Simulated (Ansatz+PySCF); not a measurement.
## doublet C₃H₅O: levels of theory in one basis

```
atom    x (Å)    y (Å)    z (Å)
   C  -1.1282  -0.8775  -0.0001
   C  -0.0847   0.1139  -0.0003
   C   1.3601  -0.3612  -0.0001
   H  -2.1574  -0.5411   0.0011
   H  -0.9172  -1.9407  -0.0005
   O  -0.3769   1.3627   0.0000
   H   2.0225   0.5030  -0.0144
   H   1.5689  -0.9633   0.8895
   H   1.5629  -0.9894  -0.8727
```

Basis set: cc-pVTZ (spherical functions). Correlated methods keep 4 orbitals frozen. Correlation on ROHF uses semicanonical orbitals with singles. Charge 0, multiplicity 2.

Computed with Ansatz (development build ahead of 0.2.0); each method stands on the lowest determinant of its kind that the runs found.

| method | E − E(ROHF) (eV) | <S²> of the determinant |
| --- | --- | --- |
| ROHF | 0.00 | 0.75 |
| UHF | -0.45 | 0.97 |
| ROHF-MP2 | -19.50 | – |

Question: What does UHF-MP2 give on the same scale?

Answer: -19.05 eV.

Caution for UHF, UHF-MP2: the unrestricted determinant is spin contaminated. Caution for ROHF-MP2, UHF-MP2: forces differ strongly between restricted and unrestricted references.
